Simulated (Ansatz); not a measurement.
# CHS−: functionals against CCSD(T) at one geometry

An exercise on one series of results from a longer session: the logs are not shown, and one member is left open.

The runs use Ansatz 0.2.0, Gaussian basis; single points in def2-TZVPPD.

Correlated methods freeze the cores.

## Starting geometry

SMILES `[CH-]=S`, 3 atoms, charge -1, spin multiplicity 1.

Atoms are counted from 1 here; the program's logs count them from 0.

Bond lengths: C1–S2 1.680 Å, C1–H3 1.175 Å. Angles: S2–C1–H3 102.7°.

Coordinates:

```xyz
3
charge -1, multiplicity 1
C    -0.2010    0.5480   -0.0460
S     1.1038   -0.3125    0.5701
H    -0.8704   -0.2974   -0.5135
```

Set-up of the first run:

The input, run/in.yaml:

```yaml
crystal:
  periodic: [false, false, false]
  atoms:
    - {symbol: C, position_ang: [-0.200959, 0.547952, -0.046002]}
    - {symbol: S, position_ang: [1.103828, -0.312475, 0.570083]}
    - {symbol: H, position_ang: [-0.870446, -0.297389, -0.513541]}
basis:
  gaussian: {orbitals: "def2-TZVPPD.json"}
total_charge: -1
hamiltonian: {xc: pbe, dispersion: d4}
output: {forces: true}
```

The basis file named in the input lies beside it (Basis Set Exchange, JSON).

On the command line:

```sh
$ ansatz run in.yaml --threads 2 --pin off --events-out ev --progress --plain --max-ram 3481MiB
```

Among the steps run: PBE-D4/def2-TZVPPD; r2SCAN-D4/def2-TZVPPD; PBE0-D4/def2-TZVPPD; wB97M-V/def2-TZVPPD; CCSD(T)/def2-TZVPPD.

One table of the session follows, with a row left open; its other results are not shown here.

```
   method  RMS force component (eV/Å)  angle to CCSD(T) forces (°)
   PBE-D4                           ?                            ?
r2SCAN-D4                       0.589                         12.8
  PBE0-D4                       0.643                         22.8
  wB97M-V                       0.695                         25.3
  CCSD(T)                       0.655                    reference
```

Estimate the missing values for PBE-D4.

**Answer.** RMS force component (eV/Å): 0.523; angle to CCSD(T) forces (°): 3.6. In the column «RMS force component (eV/Å)» it is the lowest.

Limits of these values: The anion's highest level is positive in at least one run, so there the basis alone may hold the extra electron.
